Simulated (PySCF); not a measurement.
Potential energy curve for CH₆Si, SMILES [SiH3]C. The C1–Si5 bond (C1 also carries H, H, H; Si5 carries H, H, H) is pulled apart rigidly from the PBE0/def2-TZVP optimised geometry.

Methods: UHF/def2-TZVP (PySCF); RHF/def2-TZVP (PySCF); UKS-PBE = unrestricted PBE/def2-TZVP (PySCF); RKS-PBE = PySCF 2.14.0 with restricted PBE/def2-TZVP; UKS-BHandHLYP = PySCF with unrestricted BHandHLYP/def2-TZVP; RKS-BHandHLYP = restricted BHandHLYP/def2-TZVP (PySCF); UKS-B3LYP/6-31G* = unrestricted B3LYP/6-31G*, spherical d in PySCF; RKS-B3LYP/6-31G* = restricted B3LYP/6-31G*, spherical d (PySCF 2.14.0); UKS-B3LYP/LANL2DZ = unrestricted B3LYP/LANL2DZ, with its core potentials past Ne run with PySCF 2.14.0; RKS-B3LYP/LANL2DZ = restricted B3LYP/LANL2DZ, with its core potentials past Ne (PySCF).

Scanned distances (Å): 1.48, 1.58, 1.68, 1.77, 1.82, 1.87, 1.93, 1.97, 2.05, 2.18, 2.30, 2.54, 2.80, 3.10, 3.39, 3.77, 4.14, 4.61, 5.09, 5.59.

Task: Where does the unrestricted solution first break spin symmetry (<S²> of 0.01 or more)?

Result: UHF: between 2.54 and 2.80 Å; UKS-PBE: between 3.10 and 3.39 Å; UKS-BHandHLYP: between 2.80 and 3.10 Å; UKS-B3LYP/6-31G*: between 2.80 and 3.10 Å; UKS-B3LYP/LANL2DZ: between 2.80 and 3.10 Å.

| R / Å | <S²> UHF | E(RHF) − E(UHF) / kcal/mol | <S²> UKS-PBE | E(RKS-PBE) − E(UKS-PBE) / kcal/mol | <S²> UKS-BHandHLYP | E(RKS-BHandHLYP) − E(UKS-BHandHLYP) / kcal/mol | <S²> UKS-B3LYP/6-31G* | E(RKS-B3LYP/6-31G*) − E(UKS-B3LYP/6-31G*) / kcal/mol | <S²> UKS-B3LYP/LANL2DZ | E(RKS-B3LYP/LANL2DZ) − E(UKS-B3LYP/LANL2DZ) / kcal/mol |
|---|---|---|---|---|---|---|---|---|---|---|
| 1.48 | 0.00 | 0.0 | 0.00 | 0.0 | 0.00 | 0.0 | 0.00 | 0.0 | 0.00 | 0.0 |
| 1.58 | 0.00 | 0.0 | 0.00 | 0.0 | 0.00 | 0.0 | 0.00 | 0.0 | 0.00 | 0.0 |
| 1.68 | 0.00 | 0.0 | 0.00 | 0.0 | 0.00 | 0.0 | 0.00 | 0.0 | 0.00 | 0.0 |
| 1.77 | 0.00 | 0.0 | 0.00 | 0.0 | 0.00 | 0.0 | 0.00 | 0.0 | 0.00 | 0.0 |
| 1.82 | 0.00 | 0.0 | 0.00 | 0.0 | 0.00 | 0.0 | 0.00 | 0.0 | 0.00 | 0.0 |
| 1.87 | 0.00 | 0.0 | 0.00 | 0.0 | 0.00 | 0.0 | 0.00 | 0.0 | 0.00 | 0.0 |
| 1.93 | 0.00 | 0.0 | 0.00 | 0.0 | 0.00 | 0.0 | 0.00 | 0.0 | 0.00 | 0.0 |
| 1.97 | 0.00 | 0.0 | 0.00 | 0.0 | 0.00 | 0.0 | 0.00 | 0.0 | 0.00 | 0.0 |
| 2.05 | 0.00 | 0.0 | 0.00 | 0.0 | 0.00 | 0.0 | 0.00 | 0.0 | 0.00 | 0.0 |
| 2.18 | 0.00 | 0.0 | 0.00 | 0.0 | 0.00 | 0.0 | 0.00 | 0.0 | 0.00 | 0.0 |
| 2.30 | 0.00 | 0.0 | 0.00 | 0.0 | 0.00 | 0.0 | 0.00 | 0.0 | 0.00 | 0.0 |
| 2.54 | 0.00 | 0.0 | 0.00 | 0.0 | 0.00 | 0.0 | 0.00 | 0.0 | 0.00 | 0.0 |
| 2.80 | 0.48 | 5.5 | 0.00 | 0.0 | 0.00 | 0.0 | 0.00 | 0.0 | 0.00 | 0.0 |
| 3.10 | 0.77 | 20.1 | 0.00 | 0.0 | 0.48 | 3.8 | 0.12 | 0.2 | 0.17 | 0.3 |
| 3.39 | 0.90 | 35.5 | 0.30 | 0.6 | 0.75 | 12.4 | 0.57 | 4.2 | 0.59 | 4.7 |
| 3.77 | 0.97 | 54.0 | 0.73 | 5.7 | 0.91 | 24.7 | 0.83 | 12.6 | 0.84 | 13.1 |
| 4.14 | 0.99 | 68.9 | 0.89 | 11.3 | 0.97 | 35.1 | 0.94 | 20.6 | 0.00 | — |
| 4.61 | 1.01 | 83.7 | 0.97 | 16.9 | 0.99 | 45.3 | 0.98 | 28.5 | 0.00 | — |
| 5.09 | 1.01 | 95.1 | 0.99 | 20.8 | 1.00 | 52.7 | 1.00 | 34.1 | 0.00 | — |
| 5.59 | 1.01 | 103.9 | 1.00 | 23.2 | 1.00 | 58.1 | 1.00 | 37.8 | 0.00 | — |

Dashes: no converged value, or the column stops at the first point that the program doubted or that broke a chosen test of continuity, which isn't proof of a fault.
